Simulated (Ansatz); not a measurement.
Born–Oppenheimer molecular dynamics of AlH3O (5 atoms, charge 0, multiplicity 1). It starts from a rough guess of a transition structure, not a stationary point.

All numbers below come from UKS PBE/cc-pVDZ (Ansatz).

```yaml
ensemble: NVE (velocity Verlet)
time_step: 0.5 fs
steps_asked: 150
starting_velocities_drawn_for: 100 K
seed: 338882
```

Frames 5 fs apart, positions in Å, forces in eV/Å.

Velocities at 5.0 fs (Å/ps):

```
Al -2.68 3.80 -2.82
H -40.03 14.11 -11.63
O 8.10 -4.94 2.91
H 11.05 -42.44 45.16
H -27.70 4.83 -4.28
```

```xyz
5
Properties=species:S:1:pos:R:3:forces:R:3 time_fs=5.0 energy_less_start_eV=-0.434 T=1221
Al -0.639 -0.050 0.170 -0.69 2.42 -2.34
H 0.911 0.622 -0.845 -1.05 0.15 0.20
O 0.593 -0.935 0.794 2.82 -0.95 0.63
H 1.181 -0.214 0.030 -0.97 -1.37 1.25
H -2.092 0.546 -0.122 -0.11 -0.24 0.26
5
Properties=species:S:1:pos:R:3:forces:R:3 time_fs=10.0 energy_less_start_eV=-1.333 T=3547
Al -0.655 -0.020 0.145 0.54 1.63 -1.90
H 0.557 0.707 -0.873 -1.08 0.09 0.22
O 0.645 -0.969 0.817 -5.08 -4.18 4.73
H 1.233 -0.529 0.335 5.16 3.14 -3.67
H -2.210 0.515 -0.093 0.46 -0.68 0.61
5
Properties=species:S:1:pos:R:3:forces:R:3 time_fs=15.0 energy_less_start_eV=-1.580 T=4180
Al -0.666 0.022 0.106 0.98 -1.40 1.11
H 0.005 0.856 -0.905 1.03 1.31 -1.51
O 0.675 -1.030 0.871 2.05 1.99 -1.96
H 1.649 -0.664 0.404 -3.99 -1.32 1.72
H -2.244 0.334 0.075 -0.07 -0.58 0.63
5
Properties=species:S:1:pos:R:3:forces:R:3 time_fs=20.0 energy_less_start_eV=-1.795 T=4722
Al -0.667 0.056 0.071 1.86 -0.69 0.17
H -0.396 1.212 -1.167 0.25 -0.77 0.78
O 0.709 -1.070 0.907 -8.09 1.01 0.32
H 1.567 -0.980 0.697 5.47 0.85 -1.61
H -2.268 0.013 0.390 0.50 -0.40 0.34
5
Properties=species:S:1:pos:R:3:forces:R:3 time_fs=25.0 energy_less_start_eV=-1.099 T=2936
Al -0.654 0.083 0.040 0.69 -0.95 0.71
H -0.710 1.431 -1.297 0.41 -1.50 1.44
O 0.686 -1.092 0.936 1.89 1.37 -1.61
H 1.794 -1.165 0.821 -4.25 0.69 0.04
H -2.171 -0.389 0.770 1.26 0.38 -0.58
5
Properties=species:S:1:pos:R:3:forces:R:3 time_fs=30.0 energy_less_start_eV=-1.392 T=3665
Al -0.633 0.101 0.016 0.54 -2.58 2.44
H -0.924 1.317 -1.109 0.60 -0.59 0.45
O 0.656 -1.089 0.943 -4.73 2.33 -1.38
H 1.564 -1.250 0.920 3.18 -0.14 -0.49
H -1.806 -0.703 1.021 0.41 0.97 -1.03
5
Properties=species:S:1:pos:R:3:forces:R:3 time_fs=35.0 energy_less_start_eV=-0.716 T=1946
Al -0.606 0.094 0.015 1.63 -4.12 3.73
H -1.028 1.132 -0.872 -0.26 2.29 -2.13
O 0.584 -1.058 0.929 3.57 0.45 -1.30
H 1.658 -1.277 0.906 -3.25 1.02 -0.24
H -1.367 -0.811 1.055 -1.70 0.36 -0.05
5
Properties=species:S:1:pos:R:3:forces:R:3 time_fs=40.0 energy_less_start_eV=-1.113 T=2948
Al -0.569 0.058 0.041 -0.95 0.07 0.32
H -1.121 1.310 -0.986 0.91 -0.64 0.34
O 0.535 -1.014 0.897 0.92 0.45 -0.69
H 1.475 -1.162 0.820 1.58 -0.13 -0.17
H -1.320 -0.823 1.067 -2.46 0.25 0.19
5
Properties=species:S:1:pos:R:3:forces:R:3 time_fs=45.0 energy_less_start_eV=-1.236 T=3283
Al -0.541 0.019 0.072 -4.85 2.06 -0.83
H -1.028 1.400 -1.073 1.02 -1.36 0.96
O 0.506 -0.966 0.855 6.41 -2.03 0.56
H 1.553 -1.069 0.711 -2.89 0.33 0.41
H -1.776 -0.754 1.087 0.32 1.00 -1.10
5
Properties=species:S:1:pos:R:3:forces:R:3 time_fs=50.0 energy_less_start_eV=-1.869 T=4899
Al -0.554 -0.002 0.097 -5.79 1.80 -0.53
H -0.703 1.197 -0.957 0.58 -0.02 -0.15
O 0.536 -0.943 0.826 4.51 -2.16 1.18
H 1.509 -0.935 0.608 -0.96 -0.13 0.37
H -2.189 -0.474 0.878 1.66 0.50 -0.87
5
Properties=species:S:1:pos:R:3:forces:R:3 time_fs=55.0 energy_less_start_eV=-2.448 T=6386
Al -0.615 -0.010 0.119 -2.07 0.18 0.23
H -0.220 1.017 -0.905 0.50 1.04 -1.08
O 0.610 -0.948 0.815 1.48 -0.91 0.57
H 1.554 -0.857 0.541 -0.73 -0.03 0.19
H -2.247 -0.078 0.475 0.82 -0.28 0.10
5
Properties=species:S:1:pos:R:3:forces:R:3 time_fs=60.0 energy_less_start_eV=-1.577 T=4163
Al -0.691 -0.014 0.140 4.61 0.94 -1.73
H 0.322 1.017 -1.036 -1.21 -0.75 0.96
O 0.692 -0.972 0.820 1.45 0.61 -0.80
H 1.656 -0.720 0.419 -3.34 -0.51 1.05
H -2.164 0.269 0.087 -1.52 -0.29 0.53
```

Of the whole run (75 fs, mean temperature of the second half 3287 K): The conserved energy stayed within 2.5 meV per atom of its start (net change -1.7 meV per atom), so the integration is sound. The system heated up, since it started high on the potential surface and ran downhill. A run of 0.075 ps of so small a system gives no equilibrium averages. The orbitals stay closed-shell, which can raise the energy where a bond breaks towards radicals; this wasn't checked here.

Time of the run: 8.4 min on 1 CPU thread of a shared host.
